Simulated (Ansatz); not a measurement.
## Rh3N: from a trial structure to a relaxed crystal

The calculation used DFT PBE, scalar-relativistic, plane waves, PAW (Ansatz). Cutoff 420 eV, Γ-centred k mesh, Gaussian smearing, no spin polarisation in the final step.

Rh3N was placed on the Cu3Au (L1_2) structure type (Pm-3m, No. 221), with N in place of Au, Rh in place of Cu, at a guessed volume.

```
CELL_PARAMETERS angstrom
3.54413 0.00000 0.00000
0.00000 3.54413 0.00000
0.00000 0.00000 3.54413
ATOMIC_POSITIONS crystal
Rh 0.00000 0.50000 0.50000
Rh 0.50000 0.00000 0.50000
Rh 0.50000 0.50000 0.00000
N 0.00000 0.00000 0.00000
```

Cell and atoms relax at zero pressure; the relaxation can't lower the symmetry of the start. After a coarse first stage the cell is made exact in the group found at 0.06 Å.

The zero of energy is the elements' standard structures at the same level (N₂ as a molecule); no fitted shifts are applied.

Question: Describe the relaxed structure.

Answer: It keeps Pm-3m (No. 221). The result has the Cu3Au (L1_2) structure. Conventional cell: a = 3.720 Å. Rh is coordinated by 4 N at 2.63 Å and 8 Rh at 2.63 Å; around N lie 12 Rh at 2.63 Å.

Space group Pm-3m (No. 221). a = 3.720 Å, b = 3.720 Å, c = 3.720 Å, α = 90.00°, β = 90.00°, γ = 90.00°
```tsv
atom	site	symmetry	x	y	z
Rh	3c	4/mm.m	0.0000	0.5000	0.5000
N	1a	m-3m	0.0000	0.0000	0.0000
```

Question: What are its volume, energy, density and gap?

Answer: The volume per atom is 12.87 Å³. The density is 10.41 g/cm³. The energy over the elements is 1.25 eV/atom and the gap on the 12×12×12 mesh is 0 eV (a metal).

The final run used a 12×12×12 mesh on its 4-atom cell and 0.10 eV smearing. The k mesh leaves about 4 meV/atom of noise in metals. A structure relaxed within its symmetry needn't be a true minimum.

Cost: 3 runs of about 0.63 core-minutes in all, on Intel Xeon Platinum 8488C (Sapphire Rapids) (shared hosts).